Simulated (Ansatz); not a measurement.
`CC(C)(C)C#N` → `CCCCC#N`  (isomerisation)

Program: Ansatz. Geometries: PBE0-D4/def2-TZVP. ΔE: electronic, gas phase. CBS: MP2 limit from def2 TZ/QZ plus the TZ coupled-cluster correction, frozen cores. DFT in def2-TZVPP. B3LYP here is the variant with VWN-RPA as its local correlation; programs differ in this. Each species was taken in one conformer, which may not be the lowest.

`CC(C)(C)C#N`:

```xyz
15

C     1.441    0.089    0.327
C     0.005   -0.095   -0.170
C    -0.803   -0.928    0.829
C    -0.661    1.266   -0.391
C     0.042   -0.809   -1.450
N     0.072   -1.370   -2.454
H     1.427    0.621    1.281
H     2.032    0.669   -0.383
H     1.932   -0.875    0.476
H    -1.825   -1.078    0.479
H    -0.838   -0.405    1.788
H    -0.346   -1.906    0.985
H    -1.681    1.149   -0.760
H    -0.695    1.808    0.557
H    -0.102    1.865   -1.112
```

`CCCCC#N`:

```xyz
15

C     0.754   -1.517    1.287
C    -0.159   -0.452    0.706
C     0.533    0.391   -0.353
C    -0.369    1.468   -0.956
C    -1.516    0.908   -1.654
N    -2.413    0.445   -2.204
H     0.240   -2.108    2.047
H     1.100   -2.204    0.510
H     1.638   -1.072    1.753
H    -1.046   -0.922    0.269
H    -0.521    0.203    1.507
H     1.406    0.889    0.080
H     0.906   -0.254   -1.155
H    -0.742    2.136   -0.173
H     0.188    2.088   -1.664
```

```
        level  ΔE (kJ/mol)
       PBE-D4          5.5
    r2SCAN-D4          8.1
     B3LYP-D4          6.4
       revPBE         -0.6
         PBE0          2.5
        BHLYP          2.1
HF/def2-QZVPP          0.9
MP2/CBS(def2)         14.4
```

Problem. What does CCSD(T)/CBS give? (Best estimate.)

Solution. The calculation gave: +10.7 kJ/mol. The listed levels differ from it by -5.2, -2.6, -4.3, -11.3, -8.2, -8.6, -9.8, 3.7 kJ/mol.

Largest T1 diagnostic among the species: 0.011.

Leaving LDA and LC-ωPBE aside and taking each functional with its dispersion term where it has one, the values, not all of them listed here, spread over 3.7 kJ/mol, from HSE06-D4 to ωB97M-V. LDA lies +5.3 kJ/mol from PBE without D4. In def2-TZVPP, CCSD(T) changes the Hartree–Fock value by +10.8 kJ/mol (the triples alone add +2.3 kJ/mol) and MP2 by +14.6 kJ/mol.
